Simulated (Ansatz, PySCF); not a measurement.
This Ansatz (a first-principles code) input computes a SVWN5/def2-TZVPD energy:

Ansatz 0.2 input:
```yaml
crystal:
  periodic: [false, false, false]
  atoms:
    - {symbol: C, position_ang: [1.25811390, -0.39527654, -0.00165926]}
    - {symbol: C, position_ang: [0.11989565, 0.60015541, -0.00836938]}
    - {symbol: N, position_ang: [-1.22240368, -0.12486235, 0.00816391]}
    - {symbol: H, position_ang: [2.20053556, 0.15158906, -0.01375427]}
    - {symbol: H, position_ang: [1.24981792, -1.01581769, 0.89610031]}
    - {symbol: H, position_ang: [1.24027555, -1.03872164, -0.88300628]}
    - {symbol: H, position_ang: [0.11163414, 1.22156711, -0.90196144]}
    - {symbol: H, position_ang: [0.12113265, 1.24436577, 0.86896693]}
    - {symbol: H, position_ang: [-1.30874728, -0.71355094, 0.84090172]}
    - {symbol: H, position_ang: [-1.31759220, -0.73478083, -0.80816955]}
    - {symbol: H, position_ang: [-2.00828788, 0.53011236, 0.00394702]}
basis:
  gaussian:
    orbitals: def2-TZVPD
hamiltonian:
  xc: {name: SVWN5}
total_charge: 1
output: {forces: true}
```

**Question.** Write an input for the same energy in PySCF and say what it gives.

**Answer.** 
```python
from pyscf import gto, scf, dft

mol = gto.M(
    atom='''
    C     1.25811390   -0.39527654   -0.00165926
    C     0.11989565    0.60015541   -0.00836938
    N    -1.22240368   -0.12486235    0.00816391
    H     2.20053556    0.15158906   -0.01375427
    H     1.24981792   -1.01581769    0.89610031
    H     1.24027555   -1.03872164   -0.88300628
    H     0.11163414    1.22156711   -0.90196144
    H     0.12113265    1.24436577    0.86896693
    H    -1.30874728   -0.71355094    0.84090172
    H    -1.31759220   -0.73478083   -0.80816955
    H    -2.00828788    0.53011236    0.00394702
    ''',
    basis='def2-tzvpd',
    charge=1,
    spin=0,
    verbose=4,
)

mf = dft.RKS(mol, xc='svwn').density_fit(auxbasis='def2-universal-jkfit')
mf.grids.level = 3
mf.conv_tol = 1e-9
mf.max_cycle = 100
mf.max_memory = 1500
mf.kernel()
if not mf.converged:
    mf = mf.newton()
    mf.kernel(mf.make_rdm1())
mf.analyze()
```
It gives -134.35225 Eh, and Ansatz -134.35215 Eh, a difference of 0.10 mEh, from the treatment of integrals and grids.

It need not be the lowest isomer of its formula.
